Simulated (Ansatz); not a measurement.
## A ladder of methods for SiH2 (SMILES [SiH2])

SiH2 has 3 atoms, charge 0, and is taken as a singlet. As SMILES, `[SiH2]`. The coordinates come from a PBE0-D4/def2-TZVP relaxation.

```csv
atom,x (Å),y (Å),z (Å)
Si,-0.4912,0.4686,-0.2136
H,0.8403,0.5786,0.5225
H,-0.3491,-1.0472,-0.3089
```

Quantity: the energy change with the Si1–H2 bond stretched from 1.525 to 3.051 Å, in eV. The values are calculated.

| level | kind | program | value (eV) | less FCI/3-21G | CPU time (all runs) |
| --- | --- | --- | --- | --- | --- |
| r2SCAN/3-21G (restricted) | meta-GGA | Ansatz | 3.14 | +0.80 | 3.1 s |
| PBE0/3-21G (restricted) | global hybrid | Ansatz | 3.29 | +0.95 | 1.2 s |
| wB97M-V/3-21G (restricted) | range-separated hybrid | Ansatz | 3.54 | +1.20 | 14 s |
| RPA@PBE/3-21G (restricted) | RPA | Ansatz | 2.51 | +0.17 | 1.7 s |
| MP2/3-21G (restricted) | perturbation theory | Ansatz | 3.24 | +0.90 | 0.26 s |
| BCCD(T)/3-21G (restricted) | coupled cluster or CI | Ansatz | 2.34 | 0.00 | 0.56 s |
| CCSD(T)/3-21G (restricted) | coupled cluster or CI | Ansatz | 2.32 | -0.02 | 0.44 s |
| FCI/3-21G | exact in the basis | Ansatz | 2.34 | 0.00 | 1.1 s |

FCI/3-21G is exact within its basis and frozen core, so for wave-function methods in that basis the difference is their error; functionals converge differently with the basis, so for them it is only a difference. The first shape isn't each level's own minimum. The values span 2.32 to 3.54 eV. All rows use very small basis sets, so none should be taken for the real molecule's value. Times are those of the runs behind each value, whatever else they computed, on shared processors of several kinds: orders of magnitude only.
